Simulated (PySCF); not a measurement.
Working out the electron affinity of Al

Al⁻ [Ne] 3s2 3p2 (3P) → Al [Ne] 3s2 3p1 (2P). Computed with PySCF 2.14 in aug-cc-pVTZ-DK (6s5p3d2f, 50 functions), with the spin-free X2C one-electron Hamiltonian (Gaussian nucleus). Frozen: [Ne]. Energies in hartree (1 hartree = 27.21139 eV):

| part | Al⁻ (lower) | Al (upper) |
| --- | --- | --- |
| UHF | -242.314960 | -242.314531 |
| MP2 opposite-spin | -0.039044 | -0.033496 |
| MP2 same-spin | -0.009792 | -0.002588 |

What does Hartree-Fock give?

(-242.314531) − (-242.314960) = 0.000429 hartree = 0.012 eV.

What do MP2 and SCS-MP2 (6/5 opposite-spin, 1/3 same-spin) give?

The opposite-spin parts differ by 0.151 eV and the same-spin parts by 0.196 eV. MP2: 0.012 + (0.151) + (0.196) = 0.359 eV. SCS-MP2: 0.012 + 1.2 × (0.151) + (0.196)/3 = 0.259 eV.

A first-order spin-orbit estimate adds -0.003 eV to MP2 (valence), giving 0.356 eV against 0.433 eV (measured; photodetachment measurements, as compiled on the Wikipedia data page of electron affinities).

What remains against the reference includes basis incompleteness, the frozen core and correlation beyond second order.
